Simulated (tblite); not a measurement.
Run record: tight-binding relaxation, `O=[PH]1C=CC=C1`.

Computed with GFN2-xTB geometry optimisation, gas phase (tblite 0.8.0). Start geometry: from a force field or distance geometry. The input is one job of a driver script: a line of settings, then coordinates in Å.

Input:
```
{"job": {"kind": "relax", "xc": "GFN2-xTB", "basis": "xTB"}, "charge": 0, "multiplicity": 1}
O      2.463800    -0.103700    -0.961300
P      1.337000    -0.283000     0.033400
C      0.325100     1.117200     0.453800
C     -0.988700     0.908600     0.206000
C     -1.252000    -0.412700    -0.313800
C     -0.143700    -1.148600    -0.478600
H      1.688700    -0.860200     1.279800
H      0.722800     2.053200     0.835900
H     -1.768600     1.622500     0.382400
H     -2.251600    -0.740300    -0.579900
H     -0.127400    -2.150300    -0.883700
```

Output:
```
step      E/eV     max force
  0    -481.01059    2.706
  1    -481.09390    2.477
  2    -481.13625    0.463
  3    -481.15492    0.505
  4    -481.17855    0.370
  5    -481.18006    0.142
  6    -481.18116    0.177
  7    -481.18219    0.156
  8    -481.18300    0.066
  9    -481.18336    0.053
... (12 lines left out)
 22    -481.18473    0.028
 23    -481.18482    0.031
 24    -481.18488    0.025
 25    -481.18491    0.016
 26    -481.18494    0.015
 27    -481.18497    0.013
 28    -481.18499    0.015
 29    -481.18501    0.011
 30    -481.18503    0.011
 31    -481.18504    0.006
```

«max force» is the largest atomic force in eV/Å.

From which step on does the largest force stay under 0.1 eV/Å, and how much energy is left to gain from there?

From step 8 (0.066 eV/Å), 2.0 meV above the end.

Summary of the converged run: energy lowered by 4.0 kcal/mol over 31 steps; largest atomic force 0.006 eV/Å at the end.

Give the final coordinates.

0.049 Å rms from the input after alignment:
```
atom  x, y, z in Å
O1     2.4660   -0.1319   -0.8982
P2     1.3252   -0.2708    0.0067
C3     0.3317    1.1785    0.4460
C4    -0.9576    0.9028    0.2205
C5    -1.2249   -0.4230   -0.3205
C6    -0.1455   -1.1876   -0.5191
H7     1.6418   -0.8380    1.2420
H8     0.7207    2.0987    0.8445
H9    -1.7703    1.5898    0.4015
H10   -2.2369   -0.7246   -0.5435
H11   -0.1448   -2.1913   -0.9059
```

The run took under 0.1 s wall on one thread of an Intel Xeon 6975P-C, shared host.
Labels such as C1 count atoms from 1, the log's own numbers from 0.
